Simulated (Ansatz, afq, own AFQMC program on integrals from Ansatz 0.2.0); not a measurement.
Integrals from Ansatz 0.2.0, then the random walk in our own AFQMC program (afq).

```yaml
crystal:
  periodic: [false, false, false]
  atoms:
    - {symbol: Si, position_ang: [0.000000, 0.000000, 0.489694]}
    - {symbol: O, position_ang: [0.000000, 0.000000, -1.026105]}
    - {symbol: H, position_ang: [0.000000, 1.230909, 1.321383]}
    - {symbol: H, position_ang: [0.000000, -1.230909, 1.321383]}
basis:
  gaussian: {orbitals: cc-pVDZ}
magnetization: {spin_polarized: false}
correlation: {method: ccsd_t, electrons: outside_noble_gas, hamiltonian_folder: ham}
```

```sh
$ ansatz run in.yaml --threads 1 --pin off --events-out ev --progress --plain --max-ram 1382MiB
```

Options of the walk:

```
--method phaseless --trial cisd --walkers 60 --populations 1 --least-time 40 --time-step 0.005 --steps-per-block 50 --equilibration-blocks 28 --max-blocks 300 --target-error 0.00042 --factor-cut 1e-05 --seed 7082 --release-times 0.24,0.51,0.99,1.62,2.4 --release-step 0.03 --release-every 4 --taylor-order 6
```

Times are imaginary, in 1/Eh. The walk had a cap of 513 s.

Output of the walk:

```
orbitals 36  electrons 6 6  factors 269 of 397
reference energy -364.92590611 Eh
CCSD correlation -0.30450190 Eh in 12 cycles, weight of the determinant in the CISD state 0.8783
energy of the start -365.230408 Eh
 block  time / (1/Eh)  mean weight  energy / Eh
     1     0.250  1.0002  -365.226568
     2     0.500  0.9962  -365.230660
     3     0.750  0.9998  -365.230445
     4     1.000  0.9996  -365.229513
     5     1.250  0.9992  -365.234599
     7     1.750  0.9966  -365.232339
     9     2.250  0.9997  -365.236788
    17     4.250  0.9987  -365.235978
    33     8.250  0.9982  -365.236957
    49    12.250  1.0044  -365.236148
    65    16.250  0.9983  -365.247968
    81    20.250  1.0004  -365.235209
    97    24.250  1.0007  -365.255087
   113    28.250  1.0022  -365.246360
   129    32.250  1.0046  -365.233904
   145    36.250  0.9997  -365.239483
   161    40.250  0.9999  -365.231331
   177    44.250  0.9997  -365.243965
   193    48.250  0.9990  -365.238235
   209    52.250  0.9991  -365.234761
   225    56.250  0.9999  -365.245065
   241    60.250  1.0008  -365.236016
   257    64.250  1.0009  -365.246391
   273    68.250  1.0007  -365.251012
   289    72.250  1.0001  -365.242413
   305    76.250  0.9991  -365.241608
   321    80.250  1.0002  -365.236201
blocks merged  error / Eh  count
     1  0.000436  300
     2  0.000503  150
     4  0.000553  75
     8  0.000471  37
    16  0.000504  18
    32  0.000428  9
released: time / (1/Eh)  energy / Eh  error  mean overlap
  0.24  -365.242015  0.000666  0.9875
  0.51  -365.243190  0.000864  0.9750
  0.99  -365.241843  0.000851  0.9802
  1.62  -365.241667  0.000883  0.9870
  2.40  -365.243875  0.001092  0.9932
energy -365.241289 +/- 0.000504 Eh
(rows thinned)
```

The run passed its tests (sampling time, drift between the halves within three errors, error under three times the target), which doesn't prove that it has relaxed.

Against this walk (error 13.7 meV) on the same determinant: CCSD(T) 31.3 meV higher, CCSDT(Q) 25.3 meV lower (within the noise). The error is statistical and leaves out the bias of the constraint. Released to 1.62 1/Eh the energy moves by -10 ± 28 meV (both errors), within twice the noise.

Cautions: constraint bias not in the error; error above the target (13.7 against 11.4 meV); higher spins were not checked; raised T1 diagnostic (T1 0.025, weight of the determinant 0.88, largest double 0.09); the bias of populations of 60 walkers isn't removed.

The walk took 2.4 min on 1 thread of Intel(R) Xeon(R) 6975P-C (Granite Rapids), on a shared host. The log's last line is the phaseless energy.

CCSDT and higher add their correlation energy to the determinant of the CCSD(T) run, since their own runs factorise the integrals more tightly (a shift of under 2 meV). A walk keeps the symmetry of its determinant, which the program's search chose and which needn't be the lowest solution, so a lower state of the same spin and another symmetry isn't excluded.
